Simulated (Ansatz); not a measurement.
System: bcc Fe. Method: r²SCAN (Ansatz, an electronic-structure program, plane waves, PAW).

Output (set-up and result lines):

```
Crystal: 1 atoms, lattice volume = 11.065 Å³
Basis set: ecut = 560 eV, 321 PW (Γ), exchange–correlation on 60×60×60 points (27 copies of the dense FFT grid, shifted against one another)
Bands: 14, of which v1, the nominal top of the filled ones, is band 8 counted from 1 (7 counted from 0)
Symmetry: 48 space group operations
Space group: Im-3m (ITA 229), of the structure as read, at distance tolerance 2.2e-5 Å
k-points: 511 of 17576
Initial density: superposition of atomic densities (chi_scale 0.1, normalization cell)
Functional: x = r2scan, c = r2scan; τ floored in thin density (d = 2e-4 eV/Å³)
SCF 1 converged in 17 iterations: F = -4485.871218 eV  dr2 = 1.55e-11
SCF converged after 17 iterations
Magnetization: 2.5751 μB (9.2876 up, 6.7124 down)
Free energy (F): -4485.871218 eV
Internal energy: -4485.865644 eV  (E = F + TS)
E sigma→0 (E₀):  -4485.868431 eV
Fermi energy:    18.989429 eV
--- Stress (GPa, compression-positive) ---
       12.466722       0.000000      -0.000000
        0.000000      12.466722      -0.000000
        0.000000       0.000000      12.466722
  P = ⅓ Tr σ = 12.4667 GPa (124.667 kbar)
```

**Question.** Write an input file that could have produced this run (the log leaves some choices open).

**Answer.** Several could match; the one computed here: 
Ansatz 0.2 input:
```yaml
crystal:
  lattice:
    - [-1.4037909809, 1.4037909809, 1.4037909809]
    - [1.4037909809, -1.4037909809, 1.4037909809]
    - [1.4037909809, 1.4037909809, -1.4037909809]
  atoms:
    - { symbol: Fe, position: [0.0, 0.0, 0.0], spin: 2.5 }
basis:
  ecutwfc: 560
  ecutrho_ratio: 4
  xc_grid: 3
kpoints:
  mp_grid: { grid: [26, 26, 26] }
hamiltonian:
  xc: r2scan
  dispersion: none
  pseudopotentials: { kind: paw }
scf:
  occupations: { method: fermi_dirac, width: 0.05 }
  convergence: { dr2_threshold: 0.0000000001 }
output:
  forces: false
  stress: true
  eigenvalues: true
magnetization:
  spin_polarized: true
```

The cell is one volume of an energy–volume scan, off the minimum.

The PAW data were made under PBE.
